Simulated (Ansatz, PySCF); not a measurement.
System: C3H2N, net charge -1, singlet state. It need not be the lowest isomer of its formula. Whether it binds its extra electron was not tested at this geometry. 
Structure (B3LYP-D3(BJ)/def2-TZVP (Ansatz, a first-principles code) minimum search):
```
C
C 1 1.3615
H 1 1.1020 2 126.77
H 2 1.1128 1 106.82 3 0.00
C 1 1.4312 3 111.08 2 -180.00
N 5 1.1608 3 147.83 1 -180.00
```
Charge -1, spin multiplicity 1.

Total electronic energies in hartree. Cores are frozen in the correlated levels unless marked. No spin-orbit coupling. No relativistic terms. CBS marks a two-point X^-3 extrapolation of the correlation energy; Hartree-Fock from the larger set. The bracket is a focal-point correction in the basis named.

```
level                                                                 program  energy (Eh)
-------------------------------------------------------------  --------------  -----------
HF/cc-pVTZ                                                             Ansatz   -169.19225
HF/def2-TZVPD                                                           PySCF   -169.20243
BLYP-D4/def2-TZVPD                                             Ansatz + dftd4   -170.23487
revPBE-D4/def2-TZVPD                                           Ansatz + dftd4   -170.24447
revPBE/def2-TZVPD                                                      Ansatz   -170.23007
B3LYP-D3(BJ)/def2-TZVPD                                        Ansatz + dftd3          ___
r2SCAN0-D4/def2-TZVPD                                          Ansatz + dftd4   -170.14265
r2SCAN0/def2-TZVPD                                                     Ansatz   -170.14150
M06-2X/def2-TZVPD                                                       PySCF          ___
wB97M-V/def2-TZVPD                                                     Ansatz          ___
MP2/cc-pVDZ                                                            Ansatz   -169.67788
MP2/cc-pVTZ                                                            Ansatz   -169.84886
SCS-MP2/aug-cc-pVTZ                                                    Ansatz   -169.85998
CCSD/cc-pwCVTZ                                                         Ansatz   -169.87362
RI-MP2/CBS(aug-cc-pVTZ,aug-cc-pVQZ)+[CCSD(T)-MP2]/aug-cc-pVTZ          Ansatz    -169.9933
```

Problem. What belongs in the gaps?

Solution. 
- B3LYP-D3(BJ)/def2-TZVPD, energy (Eh): -170.28543
- M06-2X/def2-TZVPD, energy (Eh): -170.20169
- wB97M-V/def2-TZVPD, energy (Eh): -170.21372
